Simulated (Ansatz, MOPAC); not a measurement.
Process, species as SMILES: FB=O [fluoro(oxo)borane] + 3 [H][H] (H2) -> B (BH3) + F (HF) + O (H2O)

Wanted: energy of full hydrogenation (enthalpy at 298 K), in kcal/mol. Conventions: valence correlation only; non-relativistic; no spin-orbit coupling; no dispersion term unless named. CBS marks a two-point X^-3 extrapolation of the correlation energy; Hartree-Fock from the larger set. Ab initio and DFT rows: single points at B3LYP-D3(BJ) geometries (Ansatz, an electronic-structure program), with unscaled harmonic terms from B3LYP/6-31G* (Ansatz) at its own minima. Semi-empirical rows: MOPAC heats of formation at their own minima for 298 K.

```tsv
species	coefficient	E at B3LYP/STO-3G (Ansatz), Eh	E at wB97M-V/def2-TZVPD (Ansatz), Eh	H(298 K) - E, kcal/mol	heat of formation at MNDO (MOPAC), kcal/mol
O=BF	-1	-197.18594	-200.04480	8.34	-140.18
[H][H] (H2)	-3	-1.16533	-1.16077	8.44	0.72
B (BH3)	+1	-26.29321	-26.58282	19.05	11.72
F (HF)	+1	-98.92058	-100.46200	7.76	-59.74
O (H2O)	+1	-75.31342	-76.43347	15.65	-60.95
```

Coupled cluster (Ansatz) is a level with limits of its own, used here on species with T1 under 0.025 (0.045 for open shells) and stable references: CCSD(T)/CBS(aug-cc-pVTZ,aug-cc-pVQZ). Value to compare with, CCSD(T)/CBS(aug-cc-pVTZ,aug-cc-pVQZ) (Ansatz): 39.0 kcal/mol. 1 Eh = 627.5095 kcal/mol.

### Question
Work the quantity out at each level, and compare with CCSD(T)/CBS(aug-cc-pVTZ,aug-cc-pVQZ) (Ansatz).

### Answer

- B3LYP/STO-3G: the sum of coefficient times E is 0.15472 Eh, or 97.09 kcal/mol; the thermal terms add 8.80. Result: 105.9 kcal/mol. Its difference against CCSD(T)/CBS(aug-cc-pVTZ,aug-cc-pVQZ) (Ansatz) is 66.9 kcal/mol.
- wB97M-V/def2-TZVPD: the sum of coefficient times E is 0.04882 Eh, or 30.64 kcal/mol; the thermal terms add 8.80. Result: 39.4 kcal/mol. Its difference against CCSD(T)/CBS(aug-cc-pVTZ,aug-cc-pVQZ) (Ansatz) is 0.4 kcal/mol.
- MNDO: the sum of coefficient times heat of formation is 29.05 kcal/mol; it needs no thermal term. Its difference against CCSD(T)/CBS(aug-cc-pVTZ,aug-cc-pVQZ) (Ansatz) is -10.0 kcal/mol.
